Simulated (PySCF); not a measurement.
**A gas-phase reaction: H6OSi2 → H3OSi + H3Si**

Wanted: the reaction energy for `O[SiH2][SiH3]` → `O[SiH2]` + `[SiH3]`.

Computed with PySCF 2.14.0; each step states its level. No surroundings beyond the atoms listed, unless a continuum is named. Atoms count from 0, parts from 1.

## 1. Starting point

Each species was relaxed by itself at PBE0-D3(BJ)/def2-SVPD.

## 2. Reaction energy: wB97M-D3(BJ)/def2-TZVPD

What the job is given:

```
{"job": {"kind": "react", "xc": "wB97M-D3(BJ)", "basis": "def2-TZVPD"}, "charge": 0, "multiplicity": 1}
-1 H6OSi2 charge 0 multiplicity 1
O      0.301080     0.462310     1.999900
Si     0.237590     0.921270     0.380380
Si    -0.137190    -0.930520    -1.020590
H     -0.463000     0.012310     2.366870
H      1.561110     1.550620     0.111110
H     -0.839610     1.938300     0.155260
H     -1.286150    -1.732980    -0.494400
H      1.065750    -1.814690    -1.081510
H     -0.474610    -0.474560    -2.404550

+1 H3OSi charge 0 multiplicity 2
O      1.140330    -0.302810    -0.144070
Si    -0.182350     0.696370     0.114640
H      1.016610    -1.250830    -0.238200
H     -0.885510     0.342920     1.391330
H     -1.142640     0.630540    -1.035400

+1 H3Si charge 0 multiplicity 2
Si     0.218080     0.153000    -0.212400
H     -1.071860    -0.028570    -0.942190
H      0.812080    -1.162930     0.168390
H      0.042760     1.031440     0.982230
```

Level: wB97M-D3(BJ)/def2-TZVPD reaction energy of separated species, gas phase.

Started as:

```bash
> OMP_NUM_THREADS=1 python cluster_run.py task.json out
```

One launch serves the whole session: the jobs run in the order shown.

What it wrote:

```text
species 1 (H6OSi2)
coarse grid: 32840 points
cycle   1  E = -657.8975108773  dE = -1.378e-01  |g| = 6.729e-01  |ddm| = 2.102e+00
cycle   2  E = -657.8723488343  dE =  2.516e-02  |g| = 8.154e-01  |ddm| = 8.005e-01
cycle   3  E = -657.9855080729  dE = -1.132e-01  |g| = 4.000e-02  |ddm| = 4.194e-01
cycle   4  E = -657.9859595055  dE = -4.514e-04  |g| = 1.217e-02  |ddm| = 5.223e-02
cycle   5  E = -657.9860059133  dE = -4.641e-05  |g| = 2.111e-03  |ddm| = 1.626e-02
cycle   6  E = -657.9860084211  dE = -2.508e-06  |g| = 5.350e-04  |ddm| = 3.969e-03
final grid: 67296 points
cycle   7  E = -657.9859775149  dE = -2.321e-07  |g| = 2.012e-04  |ddm| = 2.260e-03
cycle   8  E = -657.9859775444  dE = -2.941e-08  |g| = 8.738e-05  |ddm| = 5.341e-04
cycle   9  E = -657.9859775488  dE = -4.425e-09  |g| = 3.426e-05  |ddm| = 1.445e-04
cycle  10  E = -657.9859775501  dE = -1.275e-09  |g| = 9.245e-06  |ddm| = 1.246e-04
cycle  11  E = -657.9859775501  dE = -2.956e-11  |g| = 4.725e-06  |ddm| = 1.325e-05
converged SCF energy = -657.9859775501

species 2 (H3OSi)
coarse grid: 19008 points
cycle   1  E = -366.5078502566  dE = -4.395e-02  |g| = 4.664e-01  |ddm| = 1.132e+00
cycle   2  E = -366.4827831799  dE =  2.507e-02  |g| = 5.669e-01  |ddm| = 5.132e-01
cycle   3  E = -366.5915749741  dE = -1.088e-01  |g| = 2.645e-02  |ddm| = 2.648e-01
cycle   4  E = -366.5920909900  dE = -5.160e-04  |g| = 8.238e-03  |ddm| = 4.555e-02
cycle   5  E = -366.5921718275  dE = -8.084e-05  |g| = 2.321e-03  |ddm| = 1.823e-02
cycle   6  E = -366.5921843294  dE = -1.250e-05  |g| = 8.697e-04  |ddm| = 7.375e-03
cycle   7  E = -366.5921864709  dE = -2.141e-06  |g| = 2.825e-04  |ddm| = 2.888e-03
final grid: 39256 points
cycle   8  E = -366.5921477747  dE = -2.177e-07  |g| = 1.571e-04  |ddm| = 1.227e-03
cycle   9  E = -366.5921478301  dE = -5.536e-08  |g| = 9.012e-05  |ddm| = 3.337e-04
cycle  10  E = -366.5921478468  dE = -1.669e-08  |g| = 6.742e-05  |ddm| = 1.860e-04
cycle  11  E = -366.5921478541  dE = -7.355e-09  |g| = 2.005e-05  |ddm| = 1.548e-04
cycle  12  E = -366.5921478546  dE = -4.850e-10  |g| = 3.089e-06  |ddm| = 4.398e-05
converged SCF energy = -366.5921478546

species 3 (H3Si)
coarse grid: 13832 points
cycle   1  E = -291.2610782273  dE = -2.789e-01  |g| = 9.383e-02  |ddm| = 9.261e-01
cycle   2  E = -291.2672959516  dE = -6.218e-03  |g| = 4.028e-02  |ddm| = 2.392e-01
cycle   3  E = -291.2679911687  dE = -6.952e-04  |g| = 9.325e-03  |ddm| = 5.143e-02
cycle   4  E = -291.2681269504  dE = -1.358e-04  |g| = 2.450e-03  |ddm| = 3.027e-02
cycle   5  E = -291.2681403117  dE = -1.336e-05  |g| = 7.996e-04  |ddm| = 7.241e-03
cycle   6  E = -291.2681420362  dE = -1.724e-06  |g| = 1.806e-04  |ddm| = 2.333e-03
final grid: 28048 points
cycle   7  E = -291.2681317930  dE = -7.110e-08  |g| = 8.862e-05  |ddm| = 5.202e-04
cycle   8  E = -291.2681318088  dE = -1.580e-08  |g| = 4.343e-05  |ddm| = 1.615e-04
cycle   9  E = -291.2681318137  dE = -4.944e-09  |g| = 1.622e-05  |ddm| = 1.029e-04
cycle  10  E = -291.2681318142  dE = -4.455e-10  |g| = 1.674e-06  |ddm| = 3.877e-05
converged SCF energy = -291.2681318142

Reaction energy = 80.373 kcal/mol
```

Wall time 17 s (1 thread of Arm Neoverse V1, shared host); peak memory 0.63 GiB.

Species by species (with the dispersion term, which the log's SCF energies lack):

```
 ν        species  energy (Eh)  HOMO (eV)
-1  O[SiH2][SiH3]   -657.99372     -10.07
+1        O[SiH2]   -366.59538      -8.14
+1         [SiH3]   -291.27026      -8.24
```

## 3. Reaction energy: PBE0-D3(BJ)/def2-TZVPD

Settings changed since step 2:

```diff
@@ -1,2 +1,2 @@
-{"job": {"kind": "react", "xc": "wB97M-D3(BJ)", "basis": "def2-TZVPD"}, "charge": 0, "multiplicity": 1}
+{"job": {"kind": "react", "xc": "PBE0", "basis": "def2-TZVPD", "disp": "d3bj"}, "charge": 0, "multiplicity": 1}
 -1 H6OSi2 charge 0 multiplicity 1
```

Method: PBE0-D3(BJ)/def2-TZVPD reaction energy of separated species, gas phase.

What it wrote:

```text
species 1 (H6OSi2)
coarse grid: 8056 points
cycle   1  E = -657.4792398249  dE = -8.462e-02  |g| = 7.112e-01  |ddm| = 2.088e+00
cycle   2  E = -657.2627195124  dE =  2.165e-01  |g| = 1.268e+00  |ddm| = 1.039e+00
cycle   3  E = -657.5684490876  dE = -3.057e-01  |g| = 6.269e-02  |ddm| = 7.131e-01
cycle   4  E = -657.5693179480  dE = -8.689e-04  |g| = 1.396e-02  |ddm| = 5.487e-02
cycle   5  E = -657.5693619004  dE = -4.395e-05  |g| = 2.798e-03  |ddm| = 1.334e-02
cycle   6  E = -657.5693639800  dE = -2.080e-06  |g| = 5.947e-04  |ddm| = 3.215e-03
final grid: 67296 points
cycle   7  E = -657.5678544068  dE = -1.461e-05  |g| = 4.348e-03  |ddm| = 2.309e-02
cycle   8  E = -657.5678493405  dE =  5.066e-06  |g| = 6.857e-03  |ddm| = 5.788e-03
cycle   9  E = -657.5678574519  dE = -8.111e-06  |g| = 3.410e-04  |ddm| = 3.539e-03
cycle  10  E = -657.5678574707  dE = -1.872e-08  |g| = 7.305e-05  |ddm| = 3.043e-04
cycle  11  E = -657.5678574719  dE = -1.278e-09  |g| = 1.387e-05  |ddm| = 9.112e-05
cycle  12  E = -657.5678574720  dE = -6.037e-11  |g| = 2.307e-06  |ddm| = 1.494e-05
converged SCF energy = -657.5678574720

species 2 (H3OSi)
coarse grid: 4576 points
cycle   1  E = -366.2458496346  dE =  2.944e-02  |g| = 5.031e-01  |ddm| = 1.127e+00
cycle   2  E = -366.0321295089  dE =  2.137e-01  |g| = 8.974e-01  |ddm| = 6.775e-01
cycle   3  E = -366.3376857078  dE = -3.056e-01  |g| = 4.178e-02  |ddm| = 4.514e-01
cycle   4  E = -366.3385639421  dE = -8.782e-04  |g| = 9.044e-03  |ddm| = 4.015e-02
cycle   5  E = -366.3386035062  dE = -3.956e-05  |g| = 1.296e-03  |ddm| = 1.032e-02
cycle   6  E = -366.3386060373  dE = -2.531e-06  |g| = 4.473e-04  |ddm| = 3.601e-03
final grid: 39256 points
cycle   7  E = -366.3375968694  dE = -1.318e-05  |g| = 2.213e-03  |ddm| = 1.293e-02
cycle   8  E = -366.3375947672  dE =  2.102e-06  |g| = 3.242e-03  |ddm| = 2.610e-03
cycle   9  E = -366.3375983182  dE = -3.551e-06  |g| = 2.851e-04  |ddm| = 1.618e-03
cycle  10  E = -366.3375983453  dE = -2.711e-08  |g| = 3.852e-05  |ddm| = 1.827e-04
cycle  11  E = -366.3375983463  dE = -9.931e-10  |g| = 1.055e-05  |ddm| = 4.848e-05
converged SCF energy = -366.3375983463

species 3 (H3Si)
coarse grid: 3488 points
cycle   1  E = -291.1044110432  dE = -2.234e-01  |g| = 8.426e-02  |ddm| = 8.803e-01
cycle   2  E = -291.1086671379  dE = -4.256e-03  |g| = 4.074e-02  |ddm| = 1.331e-01
cycle   3  E = -291.1093740937  dE = -7.070e-04  |g| = 7.864e-03  |ddm| = 3.651e-02
cycle   4  E = -291.1094336833  dE = -5.959e-05  |g| = 1.156e-03  |ddm| = 1.636e-02
cycle   5  E = -291.1094357184  dE = -2.035e-06  |g| = 3.820e-04  |ddm| = 2.383e-03
final grid: 28048 points
cycle   6  E = -291.1088740198  dE = -3.126e-06  |g| = 6.910e-04  |ddm| = 7.544e-03
cycle   7  E = -291.1088741277  dE = -1.079e-07  |g| = 4.320e-04  |ddm| = 1.061e-03
cycle   8  E = -291.1088741777  dE = -5.002e-08  |g| = 2.518e-05  |ddm| = 3.435e-04
cycle   9  E = -291.1088741791  dE = -1.347e-09  |g| = 9.083e-06  |ddm| = 7.532e-05
cycle  10  E = -291.1088741792  dE = -1.287e-10  |g| = 3.380e-06  |ddm| = 1.728e-05
converged SCF energy = -291.1088741792

Reaction energy = 77.672 kcal/mol
```

It took 7.4 s on 1 thread of Arm Neoverse V1, shared host; peak memory 0.57 GiB.

Reaction energy at this level: 77.67 kcal/mol.

## 4. Side by side

Energies in kcal/mol, with wall time:

```
                    run  reaction   time
wB97M-D3(BJ)/def2-TZVPD     80.37   17 s
 PBE0-D3(BJ)/def2-TZVPD     77.67  7.4 s
```

## 5. Summary of results

```
                                                quantity                    value
               reaction energy (wB97M-D3(BJ)/def2-TZVPD)           80.37 kcal/mol
                     ΔH, ΔG at 298 K (xTB thermal terms)    +78.3, +67.4 kcal/mol
range of the reaction energy over the runs of this table  77.67 to 80.37 kcal/mol
```

What this shows: The reaction is endothermic by 78.3 kcal/mol in the gas phase; dispersion gives +1.50, and xTB itself gave 77.28 for the electronic energy (xTB energies and thermal terms come from the earlier relaxation of each species, not shown). No barrier was sought. The reaction energy runs from 77.67 (PBE0-D3(BJ)/def2-TZVPD) to 80.37 kcal/mol (wB97M-D3(BJ)/def2-TZVPD).
